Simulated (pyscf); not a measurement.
H₂N–Si:–F [singlet] + H₂ -> H₂N–SiH: [singlet] + HF, a four-centre exchange (singlet surface; F–Si, H–H broken, H–Si, F–H formed). PySCF, gas phase, ωB97X-D3(BJ)/def2-SVP geometries. Energies in kcal/mol from the separated reactants.

Small-basis levels: PySCF, no dispersion term, spherical d functions. AM1 to PM7: differences of heats of formation from MOPAC, which are fitted to 298 K values and so differ in kind from electronic energies by zero-point and thermal terms. GFN2-xTB: tblite. Cost: rough CPU time at the saddle relative to B3LYP/6-31G*, from one job on a shared machine.

| level | barrier | reaction energy | cost |
|---|---|---|---|
| HF/STO-3G | 65.0 | +32.7 | 0.09 |
| HF/3-21G | 62.1 | +43.9 | 0.1 |
| SVWN5/6-31G* | 33.6 | +45.9 | 1 |
| BP86/6-31G* | 44.3 | +44.9 | 2 |
| PBE/6-31G* | 42.5 | +45.3 | 2 |
| B3LYP/STO-3G | 44.6 | +49.6 | 0.9 |
| B3LYP/LANL2DZ | 48.1 | +32.8 | 1.0 |
| B3LYP/6-31G* | 50.1 | +45.9 | 1 |
| M06-2X/6-31G* | … | +44.8 | 2 |
| GFN2-xTB | 63.4 | +40.0 | under 0.02 |
| AM1 | 85.6 | +42.0 | under 0.02 |
| PM3 | 82.1 | +57.4 | under 0.02 |
| ωB97M-D3(BJ)/def2-TZVP | … | +39.3 | – |

Task: Complete the blanks.

Result: 
- M06-2X/6-31G*, barrier: 50.3
- ωB97M-D3(BJ)/def2-TZVP, barrier: 46.9

Against the last row the barrier runs from -13.3 (SVWN5/6-31G*) to +38.8 kcal/mol (AM1). At SVWN5/6-31G*, BP86/6-31G*, PBE/6-31G*, B3LYP/STO-3G this geometry lies under one side, so the entry may be no barrier of that level: it is a single point on another level's saddle. ωB97M-D3(BJ)/def2-TZVP has limits of its own. The same reactants have a lower exit, to F–SiH: [singlet] + NH₃ (barrier +36.1 kcal/mol at ωB97M-D3(BJ)/def2-TZVP, against +46.9 kcal/mol here). This is the saddle that the search found; another between the same sides may lie lower.
